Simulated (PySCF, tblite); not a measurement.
Isomers of C6H5F. Method: GFN2-xTB as coded in tblite; computed harmonic values from a numerical Hessian at the method's own geometry, unscaled. Against measured fundamentals such values can be off by several per cent, at times by over 20. One conformer each.

Electronic energies: PBE0/pcSseg-1 single points on the GFN2-xTB geometries (PySCF, gas phase).

```
                         SMILES  electronic energy, lowest = 0 (kcal/mol)
               C#CCC1=C[C@@H]1F                                     101.8
                      C#CC#CCCF                                      87.4
                      Fc1ccccc1                                       0.0
               C#CC1=C[C@@H]1CF                                     105.5
F[C@@]12C=C[C@H]3[C@@H]1[C@H]32                                      74.6
```

Q: How do GFN2-xTB zero-point energies change the relative energies?

A: 
```csv
SMILES,ZPE (kcal/mol),of it from modes above 1550 cm⁻¹,electronic (kcal/mol),"with ZPE, lowest = 0 (kcal/mol)",lowest mode (cm⁻¹),rings
Fc1ccccc1,56.2,26.7,0.0,0.0,222,1
F[C@@]12C=C[C@H]3[C@@H]1[C@H]32,55.5,24.9,74.6,73.9,323,4
C#CC#CCCF,53.1,28.3,87.4,84.3,69,0
C#CCC1=C[C@@H]1F,52.8,28.1,101.8,98.4,36,1
C#CC1=C[C@@H]1CF,52.9,28.0,105.5,102.2,57,1
```

The zero-point energies span 3.4 kcal/mol, from `C#CCC1=C[C@@H]1F` to `Fc1ccccc1`. The order is unchanged.

Q: And how do the electronic energies of GFN2-xTB itself compare?

A: `Fc1ccccc1` 0.0; `F[C@@]12C=C[C@H]3[C@@H]1[C@H]32` 55.3; `C#CC#CCCF` 74.4; `C#CCC1=C[C@@H]1F` 92.4; `C#CC1=C[C@@H]1CF` 92.4 kcal/mol, lowest = 0. Against the energies above, taken from the same isomer `Fc1ccccc1`, the largest difference is 19.3 kcal/mol.

Q: What do entropy and thermal enthalpy add at 298.15 K and 1 bar (rigid rotor, harmonic oscillator, one conformer each)?

A: 
```csv
SMILES,point group,symmetry number,S (cal/(mol K)),H − H(0) (kcal/mol),ZPE + H − H(0) − TS (kcal/mol)
Fc1ccccc1,C2v,2,72.9,3.96,38.4
F[C@@]12C=C[C@H]3[C@@H]1[C@H]32,Cs,1,72.5,3.75,37.6
C#CC#CCCF,Cs,1,87.9,5.65,32.5
C#CCC1=C[C@@H]1F,C1,1,85.5,5.24,32.5
C#CC1=C[C@@H]1CF,C1,1,85.3,5.27,32.7
```
